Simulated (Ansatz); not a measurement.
# CAlP: the cost of one run

Computed with Ansatz 0.2.0, Gaussian basis. Level: cc-pVTZ, core rule «outside noble gas», up to 11 orbitals frozen.

Plan: UHF; CCSD(T) on ROHF; CCSD(T) on UHF; BCCD(T) on ROHF; CCSDT(Q) on ROHF; CCSDT(Q) on UHF; CASSCF and NEVPT2, 12 electrons in 12 orbitals.

6 further runs of the same task are left out: 2 for a known fault of the program, 4 set aside as unsound or not needed.

## 1. The system

The geometry is a PBE0/def2-TZVP stationary point (not a proven minimum) of the parent state, kept for this charge and spin.

3 atoms, charge 0, spin multiplicity 5.

Atoms are counted from 1 here; the program's logs count them from 0.

Bond lengths: Al1–C2 1.848 Å, C2–P3 1.569 Å. Angles: Al1–C2–P3 180.0°.

## 2. UHF

Input file in.yaml:

```yaml
crystal:
  periodic: [false, false, false]
  atoms:
    - {symbol: Al, position_ang: [0.000000, 0.000000, 1.754767]}
    - {symbol: C, position_ang: [0.000000, 0.000000, -0.092933]}
    - {symbol: P, position_ang: [0.000000, 0.000000, -1.661833]}
basis:
  gaussian: {orbitals: cc-pVTZ}
magnetization: {spin_polarized: true, initial_magnetization: 4}
hamiltonian: {xc: hf}
output: {orbitals: {seedname: orbitals}}
```

Command:

```
> ansatz run in.yaml --threads 1 --pin off --events-out ev --progress --plain --max-ram 2816MiB --backend cpu
```

What time and memory should one allow on 1 thread of AMD EPYC 7R13, shared host?

About 9 s, with a peak of 0.29 GiB.
